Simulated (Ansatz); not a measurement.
Steps of a relaxation of C$_{2}$H$_{3}$FS, SMILES `F/C=C\S` with RKS PBE0-D4/def2-TZVP.

```sh
$ ansatz run in.yaml --threads 2 --pin off --events-out ev --progress --plain --max-ram 4352MiB
```

```yaml
crystal:
  periodic: [false, false, false]
  atoms:
    - {symbol: F, position_ang: [-0.747516, -1.013267, -1.125122]}
    - {symbol: C, position_ang: [-0.576420, -0.690745, 0.174913]}
    - {symbol: C, position_ang: [0.235550, 0.311795, 0.557599]}
    - {symbol: S, position_ang: [1.190064, 1.351755, -0.493373]}
    - {symbol: H, position_ang: [-1.159594, -1.321215, 0.863759]}
    - {symbol: H, position_ang: [0.334769, 0.529088, 1.631032]}
    - {symbol: H, position_ang: [0.784347, 0.764689, -1.654408]}
basis:
  gaussian: {orbitals: def2-TZVP}
hamiltonian: {xc: pbe0, dispersion: d4}
relax: {f_tol: 0.005, max_steps: 150}
```

Positions (Å) and forces (eV/Å) along the path, 6 of 6 steps:

```xyz
7
step=1 energy=-15667.7088 eV
F    -0.748   -1.013   -1.125    0.072    0.129    0.502
C    -0.576   -0.691    0.175    0.413    0.537    0.417
C     0.236    0.312    0.558   -0.484   -0.590   -0.131
S     1.190    1.352   -0.493   -0.444   -0.541   -0.168
H    -1.160   -1.321    0.864    0.341    0.364   -0.446
H     0.335    0.529    1.631   -0.082   -0.154   -0.586
H     0.784    0.765   -1.654    0.183    0.255    0.411
7
step=2 energy=-15667.7467 eV
F    -0.743   -1.008   -1.112    0.007    0.029    0.172
C    -0.572   -0.684    0.180    0.080    0.091    0.068
C     0.230    0.305    0.554   -0.034   -0.050   -0.112
S     1.179    1.339   -0.492   -0.181   -0.216   -0.018
H    -1.147   -1.307    0.860    0.081    0.087   -0.126
H     0.327    0.518    1.615   -0.016   -0.031   -0.157
H     0.788    0.770   -1.652    0.063    0.090    0.173
7
step=3 energy=-15667.7505 eV
F    -0.747   -1.009   -1.107    0.002   -0.010    0.006
C    -0.570   -0.684    0.181   -0.026   -0.001   -0.007
C     0.229    0.303    0.550    0.049    0.051   -0.053
S     1.175    1.336   -0.489   -0.026   -0.027    0.039
H    -1.143   -1.302    0.858   -0.005   -0.013    0.007
H     0.326    0.516    1.606    0.001   -0.004    0.019
H     0.791    0.772   -1.644    0.005    0.005   -0.011
7
step=4 energy=-15667.7506 eV
F    -0.746   -1.013   -1.106   -0.013    0.007   -0.004
C    -0.574   -0.682    0.181    0.018   -0.029    0.008
C     0.228    0.304    0.548    0.014    0.016   -0.026
S     1.176    1.334   -0.487    0.001    0.004    0.017
H    -1.143   -1.303    0.860   -0.011    0.003    0.005
H     0.327    0.515    1.605   -0.008    0.002    0.009
H     0.793    0.776   -1.646   -0.001   -0.003   -0.008
7
step=5 energy=-15667.7507 eV
F    -0.749   -1.013   -1.106   -0.001    0.000   -0.002
C    -0.572   -0.684    0.181   -0.001   -0.003    0.009
C     0.229    0.303    0.548    0.000   -0.001   -0.012
S     1.175    1.335   -0.487    0.006    0.007    0.004
H    -1.143   -1.302    0.860    0.001    0.002    0.001
H     0.326    0.516    1.605   -0.003   -0.003    0.001
H     0.795    0.777   -1.647   -0.002   -0.002   -0.002
7
step=6 energy=-15667.7507 eV
F    -0.750   -1.014   -1.105    0.000    0.000    0.001
C    -0.572   -0.684    0.181    0.001    0.001    0.001
C     0.229    0.303    0.547    0.001    0.002    0.000
S     1.176    1.336   -0.487    0.000    0.000    0.000
H    -1.143   -1.302    0.862   -0.002   -0.002   -0.001
H     0.325    0.515    1.604    0.000   -0.001   -0.001
H     0.796    0.778   -1.647    0.000    0.000    0.000
```

Run time 15 s (2 threads of an Arm Neoverse V2 on a shared host); peak host memory 0.28 GiB.
